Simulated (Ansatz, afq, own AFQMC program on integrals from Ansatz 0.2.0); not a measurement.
## AFQMC, coupled cluster and functionals along a coordinate of GeH4 + CN, doublet

```xyz
7

Ge   -0.9176    0.0000    0.0000
H    -1.4290    1.4466    0.0000
H    -1.4290   -0.7233    1.2528
H    -1.4290   -0.7233   -1.2528
H     0.6168    0.0000    0.0000
N     3.2395    0.0000    0.0000
C     2.0794    0.0000    0.0000
```

A hydrogen atom is moved from one rigid fragment to the other; the Ge1–H5 distance tells how far. The two fragments are held close together, so this isn't a minimum-energy path and the start is a compressed complex. Energies in mEh count from this geometry (1.534 Å) at the same level; the start stands on ROHF, each point on the determinant named.

Basis cc-pVDZ. Only valence electrons are correlated. Integrals, coupled cluster, full CI and functionals: Ansatz 0.2.0; the random walks run on the same integrals in our own AFQMC program. The CISD trial takes its coefficients from CCSD amplitudes. Released means that phaseless walkers are propagated on without the constraint, phases kept. ± is one standard error of the sampling. No spin–orbit coupling.

Cautions, each for one point or more: a spin-contaminated unrestricted determinant lies lower; higher spins were not checked; inner d shell frozen; no relativity below Rb; no spin-orbit coupling.

```json
{"r(Ge1–H5) / Å": "1.641", "det.": "ROHF", "T1": "0.022", "weight": "0.82", "B2PLYP": "-11.2", "r2SCAN": "-10.5", "CCSD(T)": "-10.8"}
{"r(Ge1–H5) / Å": "1.694", "det.": "ROHF", "T1": "0.021", "weight": "0.82", "B2PLYP": "-16.7", "r2SCAN": "-15.5", "CCSD(T)": "-16.2"}
{"r(Ge1–H5) / Å": "1.747", "det.": "ROHF", "T1": "0.019", "weight": "0.82", "B2PLYP": "-22.0", "r2SCAN": "-20.2", "CCSD(T)": "-21.6"}
```

Problem. Estimate the curve of CCSDT(Q), counted from the same start.

Solution. 
```json
{"r(Ge1–H5) / Å": "1.641", "det.": "ROHF", "T1": "0.022", "weight": "0.82", "CCSDT(Q)": "-10.7", "ph-AFQMC/CISD": "-10.9 ± 0.3"}
{"r(Ge1–H5) / Å": "1.694", "det.": "ROHF", "T1": "0.021", "weight": "0.82", "CCSDT(Q)": "-16.1", "ph-AFQMC/CISD": "-16.7 ± 0.4"}
{"r(Ge1–H5) / Å": "1.747", "det.": "ROHF", "T1": "0.019", "weight": "0.82", "CCSDT(Q)": "-21.4", "ph-AFQMC/CISD": "-22.6 ± 0.4"}
```

Weight is that of the determinant in the CISD state; at the start T1 is 0.023 and the weight 0.81. Largest departures from CCSDT(Q), at the points where its series has closed: CCSD(T) -0.2 mEh at 1.747 (on ROHF), ph-AFQMC/CISD -1.1 mEh at 1.747 (on ROHF), B2PLYP -0.6 mEh at 1.747, r2SCAN 1.3 mEh at 1.747. Functionals count only at points shown to share the start's state and spin. In this small basis the wave-function levels are far from their limit, so their gap to the functionals isn't the functionals' error. In total energy ph-AFQMC/CISD lies 35 ± 6 meV above CCSDT(Q) at the start, so its agreement along the curve rests in part on cancellation.

A walk keeps the symmetry of its determinant, which the program's search chose and which needn't be the lowest solution, so a lower state of the same spin and another symmetry isn't excluded.
